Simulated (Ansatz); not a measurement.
# BSiH₃+ (doublet): from Hartree-Fock to the top rungs, cc-pVDZ

How much of the correlation energy of BSiH₃+ (doublet) does each wave-function method recover here?

Method: cc-pVDZ, core rule «outside noble gas», up to 6 orbitals frozen; program: Ansatz 0.2.0, Gaussian basis.

The runs, in order: UHF; CCSD(T) on ROHF; CCSD(T) on UHF; BCCD(T) on ROHF; CISD; CCSDT(Q) on ROHF; CCSDT(Q) on UHF.

23 further runs of the same task are left out: 3 for a known fault of the program, 7 that didn't finish, 13 set aside as unsound or not needed.

### 1 The geometry

The geometry is a PBE0/def2-TZVP stationary point (not a proven minimum) of the parent state, kept for this charge and spin.

5 atoms, charge 1, spin multiplicity 2.

Atoms are counted from 1 here; the program's logs count them from 0.

Bond lengths: Si1–B2 1.937 Å, Si1–H3 1.498 Å, B2–H4 1.198 Å, B2–H5 1.192 Å. Angles: B2–Si1–H3 122.8°, Si1–B2–H4 117.0°, Si1–B2–H5 121.4°, H4–B2–H5 121.6°.

### 2 UHF

Contents of in.yaml:

```yaml
crystal:
  periodic: [false, false, false]
  atoms:
    - {symbol: Si, position_ang: [0.000000, -0.085926, 0.595821]}
    - {symbol: B, position_ang: [0.000000, 0.089951, -1.333031]}
    - {symbol: H, position_ang: [0.000000, 1.095005, 1.517690]}
    - {symbol: H, position_ang: [0.000000, 1.201588, -1.778382]}
    - {symbol: H, position_ang: [0.000000, -0.867120, -2.043536]}
basis:
  gaussian: {orbitals: cc-pVDZ}
total_charge: 1
magnetization: {spin_polarized: true, initial_magnetization: 1}
hamiltonian: {xc: hf}
output: {orbitals: {seedname: orbitals}}
```

Run with:

```sh
ansatz run in.yaml --threads 1 --pin off --events-out ev --progress --plain --max-ram 2393MiB
```

Further steps of the session: CCSD(T) on ROHF; CCSD(T) on UHF; BCCD(T) on ROHF; CISD; CCSDT(Q) on ROHF; CCSDT(Q) on UHF.

**Question.** What will the summary of the whole plan be? Wanted: UCCSDT(Q) below the RHF energy; RMP2 from UCCSDT(Q); UMP2 from UCCSDT(Q); RCCSD from UCCSDT(Q); RCCSD(T) from UCCSDT(Q); UCCSD(T) from UCCSDT(Q); RCCSDT(Q) from UCCSDT(Q); T1 diagnostic.

**Answer**, as computed:

```
                         quantity                                                   value
   UCCSDT(Q) below the RHF energy                                              -4.7839 eV
              RMP2 from UCCSDT(Q)                                         +26.21 kcal/mol
              UMP2 from UCCSDT(Q)                                         +26.09 kcal/mol
             RCCSD from UCCSDT(Q)                                          +3.00 kcal/mol
          RCCSD(T) from UCCSDT(Q)                                          +0.69 kcal/mol
          UCCSD(T) from UCCSDT(Q)                                          +0.68 kcal/mol
         RCCSDT(Q) from UCCSDT(Q)                                          +0.01 kcal/mol
levels within 1 kcal/mol (43 meV)  RCCSD(T), UCCSD(T), BCCD(T), RCCSDT, UCCSDT, RCCSDT(Q)
                    T1 diagnostic                                                   0.019
```

**Reading.** RCCSD(T) misses by +0.69 kcal/mol, 0.6 % of the correlation energy. These misses are within one basis, not against nature; the frozen cores of restricted and unrestricted runs differ, which can shift their rows.
